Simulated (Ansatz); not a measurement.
**Cost against result**

Saddle point of SiNH$_{6}$F, closed shell (SiH₃F ([F][SiH3]) + NH₃ → SiNH₅ ([NH2][SiH3]) + HF; bonds formed: Si1–N7, F2–H6; bonds broken: Si1–F2, H6–N7), PBE0-D4/def2-TZVP structure:

```
9
angstrom
Si -0.5883 -0.0365 -0.6270
F 1.4022 0.7152 -0.8880
H -0.1408 -1.0279 -1.6238
H -1.8907 -0.6133 -0.1343
H -0.9544 1.3435 -0.9986
H 1.2300 0.3417 0.3047
N 0.3782 -0.1222 0.9557
H 0.5418 -1.0580 1.3059
H 0.0218 0.4575 1.7055
```

Barriers are electronic and count from the start structure reached by relaxing down the imaginary mode.

Computed with Ansatz 0.2.0 (basis: as named in each row); correlated methods freeze the cores. B3LYP uses VWN-RPA correlation. Extrapolation: Hartree–Fock as exp(−7.88 √X), correlation as X^−2.97.

Times are rough, for one single point on 2 threads of a shared host (Arm Neoverse V1).

The estimate by CCSD(T) at an estimated basis limit (MP2 extrapolated from triple and quadruple zeta, plus CCSD(T) − MP2 in triple zeta) is 31.59 kcal/mol.

```
      method       basis  time (s)  barrier (kcal/mol)  method less estimate
          HF      STO-3G   under 1               52.49                 20.90
      PBE-D4      STO-3G   under 1               10.41                -21.18
       SPW92    def2-SVP   under 1               15.61                -15.98
    B3LYP-D4       6-31G   under 1               16.70                -14.89
      PBE-D4    def2-SVP   under 1               22.96                 -8.63
     PBE0-D4    def2-SVP   under 1               25.77                 -5.82
       SPW92  def2-TZVPP         1               17.51                -14.08
     CCSD(T)    def2-SVP         2               32.36                  0.77
      PBE-D4  def2-TZVPP         2               24.68                 -6.91
     BLYP-D4  def2-TZVPP         2               28.81                 -2.78
    B3LYP-D4  def2-TZVPP         2               30.76                 -0.83
     PBE0-D4  def2-TZVPP         2               27.76                 -3.83
    BHLYP-D4  def2-TZVPP         3               34.40                  2.81
CAM-B3LYP-D4  def2-TZVPP         3               30.31                 -1.28
   r2SCAN-D4  def2-TZVPP         4               28.21                 -3.37
     wB97M-V    def2-SVP         4               28.39                 -3.20
  RPA on PBE  def2-TZVPP         4               32.36                  0.77
  r2SCAN0-D4  def2-TZVPP         4               30.07                 -1.52
      B2PLYP  def2-TZVPP         4               31.56                 -0.03
    PBE-QIDH  def2-TZVPP         4               30.06                 -1.53
      B97M-V  def2-TZVPP         8               33.01                  1.42
     wB97X-V  def2-TZVPP         8               30.35                 -1.24
     wB97M-V  def2-TZVPP         8               30.31                 -1.28
         MP2  def2-QZVPP        15               30.74                 -0.84
     CCSD(T)  def2-TZVPP        45               32.19                  0.60
```

All methods are single points on the PBE0-D4 structures.

No T1 diagnostic of these runs exceeds 0.012.

The step is the kind of exchange with an N–H group that builds nitride films in atomic layer and chemical vapour deposition.

Labels in which every atom is bracketed show which atoms are joined, not bond orders.
